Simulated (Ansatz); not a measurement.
Input for Ansatz (a program for electronic structure): R-CCSD(T)/aug-cc-pVDZ on H2 (SMILES [H][H]).

Ansatz 0.2 input:
```yaml
crystal:
  periodic: [false, false, false]
  atoms:
    - {symbol: H, position_ang: [0.00000000, 0.00000000, 0.00000000]}
    - {symbol: H, position_ang: [0.74187646, 0.00000000, 0.00000000]}
basis:
  gaussian:
    orbitals: aug-cc-pVDZ
magnetization: {spin_polarized: false}
correlation: {method: ccsd_t, electrons: outside_noble_gas}
scf: {lower_state_search: off}
```

The head of its log:

```
WARN ansatz: RAYON_NUM_THREADS=2 ignored (pool sized by the plan → 2); use --threads N
Functional definition: HF
these checks for a lower state are left out or cut short: stability, starts, cluster_reference, orbital_swaps, neighbouring_geometries, increment
integrals: 0.00 GiB planned
166 factors; integrals over basis functions are off by at most 9.4e-4 eV
mean field: 0.04 GiB planned
mean field evaluation 1: about -30.6227 eV, gradient 3.8e0 eV
mean field evaluation 2: about -30.6217 eV, gradient 3.8e0 eV
mean field evaluation 4: about -30.7162 eV, gradient 5.7e-2 eV
mean field evaluation 8: about -30.7162 eV, gradient 3.7e-6 eV
mean field -30.71615469 eV, -1.1287978649 hartree, gradient 3.7e-6 eV, S^2 0.000000; 0 other end points of the search recorded, 0 dependent functions left out
reference -30.71615469 eV, -1.1287978649 hartree; 1, 1 occupied and 17, 17 virtual orbitals, 166 factors
```

What total energy does the run end on?

-1.1646 hartree (reference determinant -1.1288, T1 diagnostic 0.005).
